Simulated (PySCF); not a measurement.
## water: gas-phase deprotonation enthalpies at several levels

Structure: `O` (H2O). Numbering: `[OH2:1]`

All levels share the PBE0-D3(BJ)/ma-def2-SVP structures and the PBE0-D3(BJ)/ma-def2-SVP thermal terms; only the single-point energies (PySCF) change. Values are gas-phase deprotonation enthalpies (298 K, kJ/mol).

| level | O1 | abs. error | time |
| --- | --- | --- | --- |
| MP2/aug-cc-pVTZ | 1617 | 16.2 | 1.1 s |
| CCSD(T)/aug-cc-pVTZ | 1633 | 0.1 | 9.3 s |
| PBE0-D3(BJ)/ma-def2-TZVP | 1638 | 5.1 | – |
| HF/aug-cc-pVTZ | 1673 | 40.2 | 0.39 s |
| ATcT 1.112 | 1633 |  |  |

Times are wall times for all single points of a level on 1 thread of Intel Xeon Platinum 8488C, a shared host; the dash marks the run that also made the structures.

Hartree-Fock leaves out electron correlation, so its deprotonation energies can be off by tens of kJ/mol.

The spread: 56 kJ/mol, from 1617 to 1673.

---

# How the method moves the gas-phase deprotonation enthalpies of oxomethylium

Structure: `C#[O+]` ([CHO]+). Non-hydrogen atoms are numbered in `[CH:1]#[O+:2]`.

All levels share the PBE0-D3(BJ)/ma-def2-SVP structures and the PBE0-D3(BJ)/ma-def2-SVP thermal terms; only the single-point energies (PySCF) change. Values are gas-phase deprotonation enthalpies (298 K, kJ/mol).

```tsv
level	C1	abs. error	time
HF/aug-cc-pVTZ	579	12.9	0.45 s
B3LYP-D3(BJ)/ma-def2-TZVP	591	1.7	–
CCSD(T)/aug-cc-pVTZ	593	0.8	33 s
MP2/aug-cc-pVTZ	599	7.1	2.8 s
ATcT 1.112	592
```

Times are wall times for all single points of a level on 1 thread of Arm Neoverse V1, a shared host; the dash marks the run that also made the structures.

Hartree-Fock leaves out electron correlation, so its deprotonation energies can be off by tens of kJ/mol.

The spread: 20 kJ/mol, from 579 to 599.

---

# How the method moves the gas-phase deprotonation enthalpies of fluoronium

Structure: `[FH2+]` ([H2F]+). Optimised structure (Å), atoms numbered from 1:
```
F     0.0103    0.3517   -0.0055
H    -0.8037   -0.1722   -0.0229
H     0.8163   -0.1846    0.0034
```

All levels share the PBE0-D3(BJ)/ma-def2-SVP structures and the PBE0-D3(BJ)/ma-def2-SVP thermal terms; only the single-point energies (PySCF) change. Values are gas-phase deprotonation enthalpies (298 K, kJ/mol).

```
              level   F1  abs. error    time
    MP2/aug-cc-pVTZ  484         0.7   1.5 s
M06-2X/ma-def2-TZVP  487         1.6       –
CCSD(T)/aug-cc-pVTZ  489         3.7    13 s
     HF/aug-cc-pVTZ  492         7.3  0.42 s
         ATcT 1.112  485
```

Times are wall times for all single points of a level on 1 thread of Arm Neoverse N1, a shared host; the dash marks the run that also made the structures.

Hartree-Fock leaves out electron correlation, so its deprotonation energies can be off by tens of kJ/mol.

The spread: 8 kJ/mol, from 484 to 492.
